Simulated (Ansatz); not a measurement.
A made-up structure of CH$_{4}$NSi, doublet:

```xyz
7
angstrom
N -1.2033 0.1487 -0.7778
C 0.0595 -0.0705 -0.5582
Si 1.0622 -0.4737 0.8620
H -1.5253 0.4323 -1.6938
H -1.9298 0.0733 -0.0725
H 1.0849 0.6950 1.7930
H 0.5867 -0.3291 -1.4407
```

It is relaxed with PBE-D4/def2-SVP and then PBE0-D4/def2-TZVP (Ansatz 0.2.0). Atoms count as bonded within 1.22 times the sum of their covalent radii (H–H: 0.88 Å). The end point is not checked to be a true minimum.

**Question.** Does its bonding change? (A judgement: the text doesn't fix the answer.)

**Answer.** The calculation gives: No: no bond forms or breaks.

Where it ends: The first stage lowers the energy by 0.75 eV in 11 steps. It ends as CH₄NSi ([NH2][CH][SiH]):
```xyz
7
angstrom
N -1.0751 0.2136 -0.6812
C 0.2065 -0.1581 -0.6810
Si 1.3588 -0.1788 0.7699
H -1.6522 0.2026 -1.5069
H -1.4937 0.5218 0.1827
H 0.2410 0.3457 1.6963
H 0.5496 -0.4708 -1.6678
```

Labels in which every atom is bracketed show which atoms are joined, not bond orders.

For scale, one of the runs: PBE0-D4/def2-TZVP relaxation, 123 basis functions, launched by `ansatz run in.yaml --threads 2 --pin off --events-out ev --progress --plain --max-ram 4352MiB`. The run took about 26 s on 2 CPU threads of an Arm Neoverse V1 (shared host).
